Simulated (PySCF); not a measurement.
**Splitting trees**

Bonds (- single, = double, # triple, : aromatic): none between heavy atoms. F1 carries H2.

[PySCF: J: B3LYP/pcJ-1; GIAO PBE0/pcSseg-1 shieldings; GFN2-xTB geometry; non-relativistic Hamiltonian; single conformer; isolated molecule]

Referencing at the same level of theory: $^{19}$F (170.95 ppm) vs CFCl3; TMS for $^{1}$H (31.72 ppm).

Spectrometer: 800 MHz for $^{1}$H. First-order analysis; couplings under 1 Hz (under 4 Hz in carbon signals) are ignored, and nearly equal couplings are merged; the smaller ones broaden or split the lines further.

Problem. What pattern does F1 show ($^{19}$F)?

Solution. A doublet at δ -233.9: 320.6 Hz to H2 (1 × $^{1}$H, 1 bond away). Lines in Hz from the centre (relative intensity): +160.3 (1), -160.3 (1). The outer lines are 320.6 Hz apart, the sum of the couplings kept, or 0.426 ppm at this field.

Problem. What pattern does H2 show ($^{1}$H)?

Solution. A doublet at δ 2.90: 320.6 Hz to F1 (1 × $^{19}$F, 1 bond away). Lines in Hz from the centre (relative intensity): +160.3 (1), -160.3 (1). The outer lines are 320.6 Hz apart, the sum of the couplings kept, or 0.401 ppm at this field.
